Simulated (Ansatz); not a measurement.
## H2Al–C⁺, triplet: reading a ladder of total energies

Geometry: that of the H2Al–C, doublet, kept fixed.

```xyz
4

Al    0.0000    0.0000    0.5411
C     0.0000    0.0000   -1.4289
H     0.0000    1.4055    1.2709
H     0.0000   -1.4055    1.2709
```

Basis 6-31G; Ansatz 0.2.0. Correlated methods freeze the noble-gas cores, which leaves 8 electrons in 20 orbitals. R marks a restricted (for open shells ROHF) determinant, U an unrestricted one.

Full CI is exact within this basis and frozen core; it isn't the basis-set limit. The frozen core follows each run's orbitals, which can shift R against U totals by a few meV.

Runs differ by some tens of microhartree through their thresholds and, for an open shell, their frozen cores, so steps under 0.1 kcal/mol mean nothing.

| level | total energy (hartree) |
| --- | --- |
| UHF | -280.423259 |
| UMP2 | -280.482088 |
| UCCSD | -280.512114 |
| UCCSD(T) | -280.514317 |
| UCCSDT | -280.515753 |
| UCCSDT(Q) | -280.515928 |
| UCCSDTQ | -280.515921 |
| full CI | -280.515896 |

Question: What is the correlation energy at full CI, and what share of it do UMP2 and UCCSD(T) recover?

Answer: E(corr) = -280.515896 − (-280.423259) = -0.092637 hartree = -2.521 eV. UMP2: -0.058829 / -0.092637 = 63.50 %. UCCSD(T): -0.091058 / -0.092637 = 98.30 %.

Question: By how many kcal/mol does UCCSD(T) miss full CI (1 hartree = 627.509 kcal/mol), and which steps make up the rest?

Answer: -280.514317 − (-280.515896) = 0.001579 hartree = 0.99 kcal/mol. Steps: UCCSDT − UCCSD(T) = -0.90, UCCSDT(Q) − UCCSDT = -0.11, UCCSDTQ − UCCSDT(Q) = 0.00, full CI − UCCSDTQ = 0.02 kcal/mol. Differences between like states or geometries often cancel part of this.
